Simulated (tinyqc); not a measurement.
Worked calculation: geometry optimisation on the UHF/sto-3g surface (energies and gradients from PySCF), for CH3, spin multiplicity 2. One step of it, computed by the program tinyqc.

Question. Step 1: move. Steepest descent, p = -g / 0.15; steps longer than 0.5 bohr are cut back (factor 0.671 here).

positions at the start (bohr):
```
            x          y          z
1C  -0.086927  -0.064251  -0.001890
2H   1.931300  -0.069920  -0.015118
3H  -0.975099   1.640282  -0.081258
4H  -1.082813  -1.702643   0.045353
```

gradient (hartree/bohr):
```
              x            y            z
1C  -0.05927577  -0.00662900  -0.00090184
2H  -0.00850372   0.00408819  -0.00008704
3H   0.03311718  -0.05582802   0.00261870
4H   0.03466231   0.05836883  -0.00162981
```

Give: positions after step 1.

Answer.

positions after step 1 (bohr):
```
         x       y       z
1C   0.178  -0.035   0.002
2H   1.969  -0.088  -0.015
3H  -1.123   1.890  -0.093
4H  -1.238  -1.964   0.053
```
